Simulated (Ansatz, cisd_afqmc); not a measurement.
System: ClF, charge 0, singlet. ClF (SMILES FCl).
B3LYP-D3(BJ)/def2-TZVP minimum from Ansatz (an electronic-structure program):
```
F
Cl 1 1.6409
```
Charge 0, spin multiplicity 1.

Total energies in cc-pV(D+d)Z, 14 correlated electrons, 6 frozen orbitals. UHF or UKS for unpaired electrons; spin-orbit terms are left out. Cores are frozen in correlated methods. No relativity. AFQMC is phaseless with a CISD trial state; ± is one standard error, without the phaseless bias. Outlying blocks are dropped, and bars are widened where a walk drifts. Over all cases where full CI ran beside it in this data, AFQMC minus full CI had a median of +0.1 mEh and passed +0.4 mEh in a tenth of the cases.

```
method         program         energy (Eh)  minus CCSDTQ (mEh)
----------  ----------  ------------------  ------------------
HF              Ansatz          -558.84711              356.09
MP2             Ansatz          -559.17662               26.59
CCSD            Ansatz          -559.19468                8.53
CCSD(T)         Ansatz          -559.20184                1.36
CCSDT(Q)        Ansatz          -559.20326               -0.05
CCSDTQ          Ansatz          -559.20321                0.00
AFQMC/CISD  cisd_afqmc  -559.2030 ± 0.0005           0.2 ± 0.5
```

Rough core times of Ansatz's runs on a shared machine: CCSD(T) under 20 s, CCSDT(Q) under 20 s, CCSDTQ 5 min.
